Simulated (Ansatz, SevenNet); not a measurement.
For 2H WS2, the machine-learned potential SevenNet-0 (trained on PBE and PBE+U data) gives:

```
Property              Result
------------------  --------
lattice constant a   3.188 Å
c axis length       15.635 Å
```

### Question
What does PBE0-D4 in Ansatz (plane waves, PAW) give for the same quantities?

### Answer

- lattice constant a: 3.129 Å (falls by 1.9 %)
- lattice parameter c: 12.155 Å (decreases by 22 %)

For comparison: lattice constant a 3.153 Å (measured, 300 K, not corrected to a static lattice; as tabulated in arXiv:1605.07067); lattice parameter c 12.323 Å (measured, 300 K, no zero-point or thermal correction; as tabulated in arXiv:1605.07067).

Changes are worked out from the printed values.

Unless a cell is named, each level is at its own relaxed cell (SevenNet-0 22.93, PBE0-D4 17.18 Å³/atom).

Levels without +SOC leave out spin–orbit coupling, which shifts energies and cells of such heavy elements.

Caveats: the cell moved over 20 % in volume from its start (SevenNet-0). Ansatz's density-functional and Hartree–Fock values are scalar-relativistic unless marked +SOC, with PAW data made under PBE.

Ansatz is a program for electronic structure.
